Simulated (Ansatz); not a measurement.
# C2H2S, SMILES C#CS: a composite energy at a relaxed geometry

Computed with Ansatz 0.2.0, Python API.

`c2h2s.xyz`
```text
5

C    -1.16420   -0.37380    0.01300
C    -0.01890   -0.27050    0.03710
S     1.63810   -0.18130    0.07610
H    -2.20140   -0.37710   -0.03420
H     1.79630    1.12910   -0.13340
```

Run as a notebook:

**Cell 1**
```python
import itertools

import ansatz as az
from ase.data import atomic_numbers, covalent_radii
import numpy as np

params = {
    "basis": "def2-SVP",
    "xc": "B3LYP",
    "dispersion": "d3bj",
}
```

**Cell 2**
```python
c2h2s = az.Crystal.molecule_from_extxyz("c2h2s.xyz")

job = (
    c2h2s.calculation()
    .basis(gaussian=params["basis"])
    .functional(params["xc"], dispersion=params["dispersion"])
)
symbols = [site.symbol for site in c2h2s.cartesian_sites]
start = np.array([site.position_ang for site in c2h2s.cartesian_sites], dtype=float)
r = job.relax(force_tolerance=0.01).run().report
end = np.array(r["positions_ang"])
radius = [covalent_radii[atomic_numbers[s]] for s in symbols]
span = lambda where, i, j: np.linalg.norm(where[i] - where[j])
bonded = [(i, j) for i, j in itertools.combinations(range(len(symbols)), 2) if min(span(start, i, j), span(end, i, j)) < 1.2 * (radius[i] + radius[j])]
print("pair        before    after (A)")
for i, j in bonded:
    print(f"{symbols[i]}{i}-{symbols[j]}{j}".ljust(10), f"{span(start, i, j):8.4f} {span(end, i, j):8.4f}")
```
Output:
```text
pair        before    after (A)
C0-C1        1.1502   1.2148
C0-H3        1.0383   1.0735
C1-S2        1.6599   1.6978
S2-H4        1.3364   1.3568
```

**Cell 3**
```python
minimum = az.Crystal.molecule()
for symbol, place in zip(symbols, end):
    minimum = minimum.atom(symbol, place.tolist())
at_minimum = minimum.calculation()
level = lambda method, basis: at_minimum.basis(gaussian=basis).correlation(method).run().report
small, large, cluster = level("mp2", "cc-pVDZ"), level("mp2", "cc-pVTZ"), level("ccsd_t", "cc-pVDZ")
corr = lambda each: (each["free_energy_ev"] - each["reference_energy_ev"]) / 27.211386246
mp2_limit = (27 * corr(large) - 8 * corr(small)) / 19
pieces = {"HF / cc-pVTZ": large["reference_energy_ev"] / 27.211386246, "MP2 correlation, DZ-TZ limit": mp2_limit, "CCSD(T) - MP2 / cc-pVDZ": corr(cluster) - corr(small)}
for name, value in pieces.items():
    print(f"{name:32s} {value:14.6f} Ha")
print(f"{'sum':32s} {sum(pieces.values()):14.6f} Ha")
print("T1 diagnostic", round(cluster["correlation"]["coupled_cluster"]["t1_diagnostic"], 4))
```
Output:
```text
HF / cc-pVTZ                        -474.395368 Ha
MP2 correlation, DZ-TZ limit          -0.520045 Ha
CCSD(T) - MP2 / cc-pVDZ               -0.043080 Ha
sum                                 -474.958494 Ha
T1 diagnostic 0.0128
```

What to keep in mind:
- The settings weren't tested for convergence.
- The sum leaves out core correlation, relativity, the Hartree-Fock basis error and zero-point energy; a DZ-TZ extrapolation is rough.
- b3lyp holds the VWN-RPA fit, as in Gaussian; the form of ORCA and Turbomole is b3lyp5.
- Inner cores stay frozen, so this is valence correlation.
- For Al to Cl the sets with a tight d function, cc-pV(X+d)Z, are usual.
- Timing: 8.6 s on 1 thread of Arm Neoverse V2 (shared host), peak memory 0.24 GiB.
